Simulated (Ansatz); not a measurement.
System (SMILES): N (NH3).
Atoms: N1, H2, H3, H4. Bonds: N1-H2, N1-H3, N1-H4.

Basis-set convergence of the harmonic zero-point energy at B3LYP with Ansatz (an electronic-structure program). Each level at its own minimum, finite differences of forces, unscaled; the reference is a large set that could be run, not a limit. Cartesian d functions, on some or all atoms, in 6-31G*, 6-31+G*; all else is spherical. The program fits the integrals of some runs and decomposes those of others, by size. No added dispersion term, no relativity. Reference: the value in aug-pcseg-2, 21.45 kcal/mol, itself unsure by roughly 0.02 kcal/mol (its mean distance from aug-cc-pVTZ, def2-TZVPPD). Deviations are taken from unrounded values.

| basis | functions | harmonic zero-point energy (kcal/mol) |
|---|---|---|
| 6-31G* | 21 | 21.67 |
| 6-31+G* | 25 | 21.66 |
| cc-pVDZ | 29 | 21.37 |
| aug-cc-pVDZ | 50 | 21.34 |
| def2-SVP | 29 | 21.36 |
| def2-SVPD | 44 | 21.34 |
| pcseg-1 | 29 | 21.38 |
| aug-pcseg-1 | 50 | 21.33 |
| 6-311G** | 36 | 21.52 |
| 6-311+G** | 40 | 21.48 |
| def2-TZVP | 49 | 21.44 |
| def2-TZVPD | 64 | 21.41 |
| cc-pVTZ | 72 | 21.49 |
| aug-cc-pVTZ | 115 | 21.44 |
| pcseg-2 | 72 | 21.50 |
| aug-pcseg-2 | 115 | 21.45 |
| def2-TZVPP | 73 | 21.48 |
| def2-TZVPPD | 88 | 21.48 |

What the diffuse functions change, pair by pair:
- 6-31G* to 6-31+G*: 4 more functions, deviation 0.22 to 0.21 kcal/mol
- cc-pVDZ to aug-cc-pVDZ: 21 more functions, deviation -0.08 to -0.11 kcal/mol
- def2-SVP to def2-SVPD: 15 more functions, deviation -0.09 to -0.11 kcal/mol
- pcseg-1 to aug-pcseg-1: 21 more functions, deviation -0.07 to -0.12 kcal/mol
- 6-311G** to 6-311+G**: 4 more functions, deviation 0.07 to 0.03 kcal/mol
- def2-TZVP to def2-TZVPD: 15 more functions, deviation -0.01 to -0.04 kcal/mol
- cc-pVTZ to aug-cc-pVTZ: 43 more functions, deviation 0.04 to -0.01 kcal/mol
- pcseg-2 to aug-pcseg-2: 43 more functions, deviation 0.05 to 0.00 kcal/mol
- def2-TZVPP to def2-TZVPPD: 15 more functions, deviation 0.03 to 0.02 kcal/mol

Leaving out the reference's own pair, they bring the value nearer the reference by more than 0.02 kcal/mol in 2 of 8 pairs.
